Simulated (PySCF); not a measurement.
Species: C3H4ClO2 (charge -1).
SMILES: `CO/C(Cl)=C/[O-]`

Torsions of this conformer, `[CH3:1][O:2]/[C:3]([Cl:4])=[CH:5]/[O-:6]`: C1–O2–C3–Cl4 -76°.

The closed-shell ground state was solved at several levels (PySCF, density fitting, gas phase, non-relativistic). Geometry: PBE0-D3(BJ)/def2-SVP, one conformer, isolated ion. The geometry's basis has no diffuse functions, a weakness for an anion. Where the HOMO energy is positive, the finite basis confines the outermost electrons. No diffuse functions stand in pcSseg-1 and pcSseg-2, which bears on an anion's orbital energies.

```tsv
level	basis functions	HOMO (eV)	LUMO (eV)	gap (eV)
PBE0/def2-SVPD	165	-0.16	4.02	4.18
PBE0/pcSseg-1	129	0.21	5.39	5.18
```

(1) What might wB97X-D/pcSseg-2 (279 basis functions) give for the same quantities?

(2) Over all these levels, which gives the widest orbital gap and which the narrowest?

## Answers

(1) HOMO -1.83 eV, LUMO 5.68 eV, gap 7.51 eV.

(2) wB97X-D/pcSseg-2 (range-separated hybrid) has the widest, 7.51 eV, and PBE0/def2-SVPD (global hybrid, 25 % exact exchange) the narrowest, 4.18 eV. Functional and basis both differ between the two, so the spread mixes both effects.
